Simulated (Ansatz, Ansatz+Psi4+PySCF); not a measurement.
```xyz
2

B     0.0000    0.0000   -0.7314
B     0.0000    0.0000    0.7314
```

Basis set: cc-pVTZ (spherical functions). Correlated methods keep 2 orbitals frozen. Correlation on ROHF uses semicanonical orbitals with singles. Charge 0, multiplicity 3.

Computed with Ansatz (development build ahead of 0.2.0); the reference of a correlated method needn't be the lowest determinant of its kind.

Task: Give the atomization energy at this shape (free ground-state atoms in the same class of orbitals less the molecule, no zero-point energy) of triplet B2 by ROHF-CCSD(T), UHF-BCCD(T), UHF-CCSD(T).

Result:

| method | atomization energy |
| --- | --- |
| ROHF-CCSD(T) | 2.46 eV |
| UHF-BCCD(T) | 2.36 eV |
| UHF-CCSD(T) | 2.35 eV |

Caution: the reference determinant was not shown to be the lowest; the shape is not the minimum. Caution for ROHF-CCSD(T): an unrestricted determinant lies well below; other determinants can give a lower correlated total; the amplitudes may be one of several solutions. Caution for UHF-BCCD(T), UHF-CCSD(T): another reference gives a lower total; the unrestricted determinant is spin contaminated.
